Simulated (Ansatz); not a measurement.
Geometry optimisation, RKS PBE-D4/def2-SVP (Ansatz 0.2.0).

input.yaml

```yaml
crystal:
  periodic: [false, false, false]
  atoms:
    - { symbol: Al, position_ang: [-0.316555, 1.464553, 0.021211] }
    - { symbol: O, position_ang: [1.223357, -1.052787, -1.094114] }
    - { symbol: H, position_ang: [-1.307399, 1.647987, -1.222812] }
    - { symbol: H, position_ang: [0.810509, 2.53998, 0.382294] }
    - { symbol: H, position_ang: [0.675143, -1.251061, -0.309548] }
    - { symbol: P, position_ang: [-0.87863, -0.13431, 1.575103] }
    - { symbol: H, position_ang: [0.67546, -1.374974, -1.836028] }
    - { symbol: H, position_ang: [0.433078, -0.674946, 1.814849] }
    - { symbol: H, position_ang: [-1.314863, -1.164341, 0.668946] }
basis:
  gaussian: { orbitals: def2-SVP }
hamiltonian:
  xc: pbe
  dispersion: d4
relax:
  f_tol: 0.03
  max_steps: 50
output:
  orbitals: {}
```

Launched with:

```bash
$ ansatz run input.yaml --threads 2 --pin off --max-ram 3072MiB --backend cpu --events-out ev --progress --plain --runs-dir out
```

Task: Where does it end, and by what steps?

Result: It converged. After 11 steps the energy has fallen by 0.731 eV; O2 moved furthest, 0.65 Å. Joined: Al1–O2 (3.15 → 2.06 Å).

| step | energy less start (eV) | largest force component (eV/Å) | accepted |
| --- | --- | --- | --- |
| 0 | 0.0000 | 0.578 | yes |
| 1 | -0.1282 | 1.205 | yes |
| 2 | -0.3006 | 1.095 | yes |
| 3 | -0.5725 | 0.898 | yes |
| 4 | -0.6589 | 1.133 | yes |
| 5 | -0.6529 | 0.669 | no |
| 6 | -0.7196 | 0.197 | yes |
| 7 | -0.7271 | 0.107 | yes |
| 8 | -0.7289 | 0.109 | yes |
| 9 | -0.7304 | 0.060 | yes |
| 10 | -0.7304 | 0.049 | yes |
| 11 | -0.7308 | 0.013 | yes |

```xyz
9
Properties=species:S:1:pos:R:3
Al -0.114 1.080 -0.173
O 0.951 -0.466 -1.016
H -1.143 1.314 -1.392
H 1.008 2.168 0.177
H 0.823 -1.226 -0.407
P -0.996 -0.131 1.687
H 0.567 -0.747 -1.872
H 0.275 -0.696 2.081
H -1.372 -1.295 0.915
```

The run took 15 s on 2 threads of AMD EPYC 7R13 Processor (Zen 3), on a shared host, peak memory 0.17 GiB.
